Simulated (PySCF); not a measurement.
Consider 1-pyrroline, `C1=NCCC1` (C4H7N). Non-hydrogen atoms are numbered in `[CH:1]1=[N:2][CH2:3][CH2:4][CH2:5]1`. These are map numbers, not IUPAC locants.

Energies: ωB97X-D3(BJ)/ma-def2-TZVP (PySCF, density fitting, integration grid level 2) on PBE0-D3(BJ)/def2-SVP structures. The prefix ma- adds one diffuse s and one diffuse p function on all atoms but H. Thermal corrections: PBE0-D3(BJ)/def2-SVP frequencies, unscaled, ideal gas at 298.15 K and 1 bar, quasi-RRHO entropy.

Question: What are the vertical and the adiabatic ionisation energy for forming the radical cation?

Answer: 9.75 eV vertical and 9.17 eV adiabatic, the latter with zero-point energy.

Question: Where does the unpaired spin of the relaxed radical cation sit?

Answer: N2 (imine nitrogen) 0.87, C5 (methylene carbon) 0.09, C4 (methylene carbon) 0.09, C1 (imine carbon) -0.09 (intrinsic atomic orbital populations).

Question: What oxidation potential follows in acetonitrile (IEF-PCM), given that Fc+/Fc comes at 4.54 V absolute with this functional and basis?

Answer: In the gas phase ΔG of oxidation is 9.133 eV, and solvation is -19.3 kJ/mol for the parent and -240.7 kJ/mol for the product, so the absolute potential is 6.84 V, or 2.30 V against Fc+/Fc. Fc+/Fc in acetonitrile, 4.54 V, is ωB97X-D3(BJ)/ma-def2-TZVP on PBE0-D3(BJ)/def2-SVP structures with GFN2-xTB thermal terms. Benchmark calculations put it near 5.0 V in acetonitrile and DMSO, so it is about 0.5 V low, and the value against it can read up to that much too high. The solvent is electrostatics only, on gas-phase structures; the absolute scale refers to an electron at rest in vacuum.

Question: How far is −ε(HOMO) from the vertical value by ΔSCF?

Answer: −ε(HOMO) = 9.97 eV, which is 0.22 eV above the ΔSCF value.
